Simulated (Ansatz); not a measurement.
# Si2H4 (triplet): from Hartree-Fock to the top rungs at distance Si1–H5 along a hydrogen transfer = 1.848 Å, cc-pVDZ

The task here is to estimate one member of a computed series from the others.

Program: Ansatz 0.2.0, Gaussian basis. Level of theory: cc-pVDZ, core rule «outside noble gas», up to 10 orbitals frozen. These are calculated values, not measurements.

Plan: UHF; CCSD(T) on ROHF; CCSD(T) on UHF; BCCD(T) on ROHF; CISD; CCSDT(Q) on ROHF; CCSDT(Q) on UHF; CASSCF and MRCISD+Q, 4 electrons in 4 orbitals; CASSCF and NEVPT2, 4 electrons in 4 orbitals.

10 further runs of the same task are left out: 10 that didn't finish.

### The geometry

The geometry derives from fragments relaxed apart (PBE0/def2-TZVP) and kept rigid, so it is no stationary point. A hydrogen atom is moved between rigid fragments.

6 atoms, charge 0, spin multiplicity 3.

Atoms are counted from 1 here; the program's logs count them from 0.

Bond lengths: Si1–H2 1.485 Å, Si1–H3 1.485 Å, Si1–H4 1.485 Å. Angles: H2–Si1–H3 109.5°, H2–Si1–H4 109.5°, H3–Si1–H4 109.5°.

The first run:

Input file in.yaml:

```yaml
crystal:
  periodic: [false, false, false]
  atoms:
    - {symbol: Si, position_ang: [-1.766246, 0.000000, 0.000000]}
    - {symbol: H, position_ang: [-2.261117, 1.399708, 0.000000]}
    - {symbol: H, position_ang: [-2.261117, -0.699854, 1.212183]}
    - {symbol: H, position_ang: [-2.261117, -0.699854, -1.212182]}
    - {symbol: H, position_ang: [0.081754, 0.000000, 0.000000]}
    - {symbol: Si, position_ang: [2.006754, 0.000000, 0.000000]}
basis:
  gaussian: {orbitals: cc-pVDZ}
magnetization: {spin_polarized: true, initial_magnetization: 2}
hamiltonian: {xc: hf}
output: {orbitals: {seedname: orbitals}}
```

On the command line:

```sh
ansatz run in.yaml --threads 1 --pin off --events-out ev --progress --plain --max-ram 2393MiB
```

Steps of the session up to this table: UHF; CCSD(T) on ROHF; CCSD(T) on UHF; BCCD(T) on ROHF; CISD; CCSDT(Q) on ROHF; CCSDT(Q) on UHF; CASSCF and MRCISD+Q, 4 electrons in 4 orbitals; CASSCF and NEVPT2, 4 electrons in 4 orbitals.

One of the session's tables, all rows but one given; the rest of the session is left out.

```
       method  from UCCSDT(Q) (kcal/mol)
         ROHF                    +144.27
          UHF                    +141.40
         RMP2                     +34.96
         UMP2                     +34.91
         CISD                     +17.12
        RCCSD                      +4.21
        UCCSD                      +4.14
     RCCSD(T)                      +0.96
     UCCSD(T)                      +0.95
      BCCD(T)                      +0.95
       RCCSDT                      +0.14
       UCCSDT                      +0.13
    RCCSDT(Q)                      +0.01
    UCCSDT(Q)                          0
  CASSCF pair                    +132.69
  NEVPT2 pair                     +34.71
  MRCISD pair                     +14.71
MRCISD+Q pair                          ?
```

**Question.** Estimate the row for MRCISD+Q pair.

The run gave: from UCCSDT(Q) (kcal/mol): +0.42. In the column «from UCCSDT(Q) (kcal/mol)» it lies between RCCSDT (+0.14) and UCCSD(T) (+0.95).

To keep in mind: Restricted and unrestricted rows rest on different reference determinants; where their highest levels disagree by more than a few hundredths of an eV, they describe different states and don't form one ladder.
